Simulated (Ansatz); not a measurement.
System (SMILES): Cl[B]Cl, doublet.
Atoms: B1, Cl2, Cl3. Bonds: B1-Cl2, B1-Cl3.

Basis-set convergence of the optimised B1-Cl2 bond length at MP2 with Ansatz (an electronic-structure program). The reference of a correlated method is not its basis-set limit, which lies further on. All functions are spherical. Cores are frozen. Open shells are unrestricted. No added dispersion term, no relativity. Reference: the value in def2-QZVPP, 1.7191 Å, itself unsure by roughly 0.0003 Å (its distance from cc-pV(Q+d)Z). Deviations are taken from unrounded values.

```json
[
 {"basis": "cc-pV(D+d)Z", "functions": "60", "optimised B1-Cl2 bond length (Å)": "1.7346", "minus reference (Å)": "0.0156"},
 {"basis": "aug-cc-pV(D+d)Z", "functions": "87", "optimised B1-Cl2 bond length (Å)": "1.7393", "minus reference (Å)": "0.0202"},
 {"basis": "pcseg-2", "functions": "98", "optimised B1-Cl2 bond length (Å)": "1.7169", "minus reference (Å)": "-0.0022"},
 {"basis": "cc-pV(T+d)Z", "functions": "108", "optimised B1-Cl2 bond length (Å)": "1.7231", "minus reference (Å)": "0.0040"},
 {"basis": "jun-cc-pV(T+d)Z", "functions": "135", "optimised B1-Cl2 bond length (Å)": "1.7228", "minus reference (Å)": "0.0037"},
 {"basis": "aug-cc-pV(T+d)Z", "functions": "156", "optimised B1-Cl2 bond length (Å)": "1.7227", "minus reference (Å)": "0.0036"},
 {"basis": "cc-pV(Q+d)Z", "functions": "183", "optimised B1-Cl2 bond length (Å)": "1.7187", "minus reference (Å)": "-0.0003"}
]
```

The smallest set listed that lies within 0.005 Å of the reference with all its larger relatives (same family, alike in diffuse functions; a set with none counts only in the reference's own line) is cc-pV(T+d)Z (108 functions, 0.0040 Å off). Inside, with no larger relative to test it: pcseg-2.
